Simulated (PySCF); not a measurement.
## J couplings in C$_{4}$H$_{5}$N

Bonds: C1-C2 1.210 Å, C2-C3 1.457 Å, C3-C4 1.514 Å, C4-N5 1.263 Å. C1 carries H6; C3 carries H7, H8; C4 carries H9; N5 carries H10.

Indirect spin–spin couplings were computed at B3LYP/pcJ-1 (spin–dipole term only in couplings to heteroatoms) (PySCF 2.14) on a PBE0-D3(BJ)/def2-SVP structure, for the isolated molecule, without vibrational or relativistic corrections. Couplings are averaged over pairs made equivalent by symmetry, fast rotation or ring inversion, so a value needn't be that of the named pair in this geometry, while other rotamers aren't included; one pair stands for each set, and the list holds a selection of those of at least 0.8 Hz over up to four bonds.

Isotopes: 13C, 1H, 15N.

```csv
pair,bonds,J (Hz)
"C1, C2",1,?
"C1, H6",1,274.4
"C2, C3",1,?
"C3, C4",1,?
"C3, H7",1,136.4
"C4, N5",1,?
"C4, H9",1,186.7
"N5, H10",1,-46.2
"C3, N5",2,4.0
"C3, H9",2,18.7
"C4, H7",2,?
"C4, H10",2,-11.3
"H7, H8",2,-20.1
"C1, C4",3,2.6
"C1, H7",3,?
"C2, N5",3,-0.8
"C2, H9",3,?
"C3, H6",3,3.9
"C3, H10",3,13.9
"N5, H7",3,?
"H7, H9",3,5.6
"H9, H10",3,27.6
"C2, H10",4,-1.5
"C4, H6",4,-2.4
"H6, H7",4,-4.3
"H7, H10",4,-2.2
```

Q: Estimate the withheld couplings, with signs.

A: 
- 1J(C1,C2) = 201.3 Hz (bond length 1.210 Å)
- 1J(C2,C3) = 76.1 Hz (bond length 1.457 Å)
- 1J(C3,C4) = 35.9 Hz (bond length 1.514 Å)
- 1J(C4,N5) = -3.1 Hz (bond length 1.263 Å)
- 2J(C4,H7) = -7.1 Hz (mean over equivalent pairs that range from -8.0 to -6.2 Hz in this conformer)
- 3J(C1,H7) = 5.2 Hz
- 3J(C2,H9) = 1.8 Hz (dihedral angle 50°)
- 3J(N5,H7) = -1.6 Hz (dihedral angle 109°)
